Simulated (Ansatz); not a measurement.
# AlH3LiN (SMILES [Li][NH][AlH2]): a rigid scan of the bond length N2–H4

An exercise on one series of results from a longer session: the logs are not shown, and one member is left open.

The runs use Ansatz 0.2.0, Gaussian basis; single points in def2-TZVPP.

Levels: PBE-D4, r2SCAN-D4, PBE0-D4, B3LYP-D4, wB97M-V, Hartree-Fock, MP2, CCSD, CCSD(T). The scan takes 0.867, 0.897, 0.940, 0.991, 1.047, 1.108, 1.172, 1.240, 1.311 Å.

Cores are frozen in the correlated methods. The outer core shell of Li, Na, Mg and K is correlated. B3LYP uses VWN-RPA correlation.

18 further runs of the same task are left out: 18 set aside as unsound or not needed.

### The starting structure

SMILES `[Li][NH][AlH2]`, 6 atoms, charge 0, spin multiplicity 1.

Atoms are counted from 1 here; the program's logs count them from 0.

Bond lengths: Li1–N2 1.744 Å, N2–Al3 1.747 Å, N2–H4 1.017 Å, Al3–H5 1.551 Å, Al3–H6 1.574 Å. Angles: Li1–N2–Al3 117.3°, Li1–N2–H4 121.8°, Al3–N2–H4 120.9°, N2–Al3–H5 130.9°, N2–Al3–H6 115.5°, H5–Al3–H6 113.5°.

Coordinates:

```xyz
6
charge 0, multiplicity 1
Li   -0.81194   -1.54313    1.38582
N    -0.22807   -0.91118   -0.13129
Al    0.26443    0.76493   -0.16539
H    -0.17705   -1.48759   -0.96751
H     0.83800    1.63265   -1.31600
H     0.11464    1.54431    1.19436
```

Set-up of the first run:

Contents of relax/in.yaml:

```yaml
crystal:
  periodic: [false, false, false]
  atoms:
    - {symbol: Li, position_ang: [-0.811940, -1.543130, 1.385820]}
    - {symbol: N, position_ang: [-0.228070, -0.911180, -0.131290]}
    - {symbol: Al, position_ang: [0.264430, 0.764930, -0.165390]}
    - {symbol: H, position_ang: [-0.177050, -1.487590, -0.967510]}
    - {symbol: H, position_ang: [0.838000, 1.632650, -1.316000]}
    - {symbol: H, position_ang: [0.114640, 1.544310, 1.194360]}
basis:
  gaussian: {orbitals: def2-TZVP}
hamiltonian: {xc: pbe0, dispersion: d4}
relax: {f_tol: 0.005, max_steps: 200}
```

No record of the launch command was kept for these runs.

Among the steps run: Finding the minimum; Reference energies at the minimum; N2–H4 = 0.867 Å; N2–H4 = 0.897 Å; N2–H4 = 0.940 Å; N2–H4 = 0.991 Å; N2–H4 = 1.047 Å; N2–H4 = 1.108 Å; N2–H4 = 1.172 Å; N2–H4 = 1.240 Å; N2–H4 = 1.311 Å.

One table of the session follows, with a row left open; its other results are not shown here.

It belongs to the step «The curves». Energies less that of the minimum at the same level (kcal/mol):

| bond length (Å) | PBE-D4 | PBE0-D4 | B3LYP-D4 | wB97M-V | Hartree-Fock |
| --- | --- | --- | --- | --- | --- |
| 0.867 | 15.6 | 14.4 | 14.3 | 14.3 | 12.4 |
| 0.897 | ? | ? | ? | ? | ? |
| 0.940 | 3.4 | 2.8 | 2.8 | 2.8 | 1.8 |
| 0.991 | 0.3 | 0.2 | 0.2 | 0.1 | -0.1 |
| 1.008 (minimum) | 0.0 | 0.0 | 0.0 | 0.0 | 0.0 |
| 1.047 | 0.4 | 0.8 | 0.7 | 0.8 | 1.4 |
| 1.108 | 3.4 | 4.4 | 4.2 | 4.3 | 5.9 |
| 1.172 | 8.7 | 10.3 | 10.0 | 10.3 | 13.0 |
| 1.240 | 15.8 | 18.2 | 17.6 | 18.1 | 22.0 |
| 1.311 | 24.2 | 27.3 | 26.4 | 27.3 | 32.4 |

Q: Estimate the row for bond length (Å) = 0.897 from the others.

Worked estimate for «PBE-D4». A straight line through the neighbours (0.867, 15.6) and (0.940, 3.4) gives 15.6 + (3.4 − 15.6) × (0.897 − 0.867) / (0.940 − 0.867) = 10.6; a parabola fitted to 3 rows on both sides gives 9.5.

As computed: PBE-D4: 9.3; PBE0-D4: 8.3; B3LYP-D4: 8.3; wB97M-V: 8.2; Hartree-Fock: 6.7. In «PBE-D4» the line misses by +1.3 and the parabola by +0.2.
